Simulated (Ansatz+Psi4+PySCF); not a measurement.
triplet C2H4: levels of theory in one basis

```xyz
6

C     0.5707    0.8750    0.6489
C     0.0293   -0.2750   -0.0489
H    -0.0484    1.7309    0.8966
H     1.6131    0.9183    0.9468
H     0.0331   -0.3342   -1.1323
H    -0.3978   -1.1150    0.4889
```

Basis set: cc-pVTZ (spherical functions). Frozen core: 2 orbitals. Correlation on ROHF uses semicanonical orbitals with singles. Charge 0, multiplicity 3.

Computed with Ansatz (development build ahead of 0.2.0); each method stands on the lowest determinant of its kind that the runs found.

| method | E − E(ROHF) (eV) | <S²> of the determinant |
| --- | --- | --- |
| ROHF | 0.00 | 2.00 |
| UHF | -0.19 | 2.01 |
| ROHF-MP2 | -8.20 | – |
| UHF-MP2 | -8.16 | 2.01 |
| ROHF-CCSD | -9.04 | – |
| UHF-CCSD | -9.04 | 2.01 |
| ROHF-CCSD(T) | -9.33 | – |
| UHF-CCSD(T) | -9.33 | 2.01 |

Q: Is a single determinant a sound starting point here?

A: By this sign, yes. Unrestricted orbitals gain 0.19 eV and <S²> is 2.01 against 2.00 for a pure state.

Caution: another spin multiplicity may lie lower.
